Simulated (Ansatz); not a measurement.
## Ansatz (development build ahead of 0.2.0) run

```yaml
crystal:
  periodic: [false, false, false]
  atoms:
    - { symbol: "N", position_ang: [0.0, 0.0, 0.13081] }
    - { symbol: H, position_ang: [0.0, 0.98594, -0.27658] }
    - { symbol: H, position_ang: [0.85385, -0.49297, -0.27658] }
    - { symbol: H, position_ang: [-0.85385, -0.49297, -0.27658] }
basis:
  gaussian: { orbitals: cc-pVTZ }
hamiltonian:
  xc: hf
correlation:
  method: mp2
  frozen_orbitals: { H: 0, "N": 1 }
output:
  forces: true
```

The input is written out in the form of the current development build from the run's settings.

Output:

```
Converged                                                          : yes
Reference energy                                                   : -56.20784 hartree
Correlation energy                                                 : -0.23832 hartree
Total energy                                                       : -56.44616 hartree
Spin squared of the determinant                                    : 0.000
Stability test                                                     : minimum among restricted orbitals
Occupied orbitals by symmetry in an Abelian subgroup (alpha; beta) : 4 A' 1 A''; 4 A' 1 A''
```

Forces (eV/Å):
| atom | Fx | Fy | Fz |
| --- | --- | --- | --- |
| N1 | 0.000 | 0.000 | -1.818 |
| H2 | 0.000 | -2.008 | 0.606 |
| H3 | -1.739 | 1.004 | 0.606 |
| H4 | 1.739 | 1.004 | 0.606 |
